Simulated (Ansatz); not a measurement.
Predict the output of the script below (Ansatz 0.2.0 through its Python package).

Contents of `c3h6o.xyz`:
```text
10

C    -0.55140    0.46160   -0.07120
C    -0.43630   -1.00430    0.06410
O     0.97590   -0.88750    0.05300
C     0.99600    0.56280   -0.01010
H    -1.01860    0.82230   -1.05620
H    -1.11960    1.01340    0.74190
H    -0.77480   -1.42200    1.00770
H    -0.75050   -1.58010   -0.78650
H     1.33620    1.04030    0.93330
H     1.42620    0.94240   -0.87310
```

`scan_c3h6o.py`:
```python
# -*- coding: utf-8 -*-
"""Stretching a bond of C3H6O, the rest held rigid."""

import warnings

import ansatz as az
import numpy as np


def main():
    warnings.simplefilter("ignore", az.DeckWarning)

    geometry = az.Crystal.molecule_from_extxyz("c3h6o.xyz")

    symbols = [site.symbol for site in geometry.cartesian_sites]
    start = np.array([site.position_ang for site in geometry.cartesian_sites])
    axis = (start[4] - start[0]) / np.linalg.norm(start[4] - start[0])
    moving = [4]
    lengths, energies = [1.011, 1.056, 1.102, 1.148, 1.194, 1.24, 1.286, 1.355], []
    for length in lengths:
        xyz = start.copy()
        xyz[moving] += (length - np.linalg.norm(start[4] - start[0])) * axis
        point = az.Crystal.molecule()
        for symbol, place in zip(symbols, xyz):
            point = point.atom(symbol, place.tolist())
        setup = (
            point.calculation()
            .basis(gaussian="def2-SVP")
            .functional("cam_b3lyp")
        )
        summary = setup.run(threads=1).report
        energies.append(summary["free_energy_ev"])
        print(f"r = {length:6.3f} A  E = {energies[-1]:.5f} eV  <S^2> = {abs(summary['mean_field']['state']['spin_squared']):.3f}")

    # quartic fit about the minimum
    fit = np.polynomial.Polynomial.fit(lengths, np.array(energies) - min(energies), 4).convert()
    roots = [r.real for r in fit.deriv().roots() if abs(r.imag) < 1e-9 and fit.deriv(2)(r.real) > 0]
    r_e = min(roots, key=lambda r: abs(r - lengths[int(np.argmin(energies))]))
    print(f"minimum of the fit at {r_e:.4f} A, force constant {fit.deriv(2)(r_e):.2f} eV/A^2")


if __name__ == "__main__":
    main()
```

```console
$ python scan_c3h6o.py
r =  1.011 A  E = -5247.60041 eV  <S^2> = 0.000
r =  1.056 A  E = -5247.72348 eV  <S^2> = 0.000
r =  1.102 A  E = -5247.75990 eV  <S^2> = 0.000
r =  1.148 A  E = -5247.72672 eV  <S^2> = 0.000
r =  1.194 A  E = -5247.64050 eV  <S^2> = 0.000
r =  1.240 A  E = -5247.51424 eV  <S^2> = 0.000
r =  1.286 A  E = -5247.35820 eV  <S^2> = 0.000
r =  1.355 A  E = -5247.08538 eV  <S^2> = 0.000
minimum of the fit at 1.1012 A, force constant 33.11 eV/A^2
```

Caveats:
- Total energies depend on the basis set; only differences at equal settings carry meaning.
- The rest of the molecule is held rigid at a force-field or estimated start geometry, and the basis set is modest; single-reference methods fail as a bond breaks.
- The orbitals are restricted, so S² is zero by construction.
- The whole script took 15 s on 1 thread of Arm Neoverse V2, with other jobs on the host, peak memory 0.24 GiB.
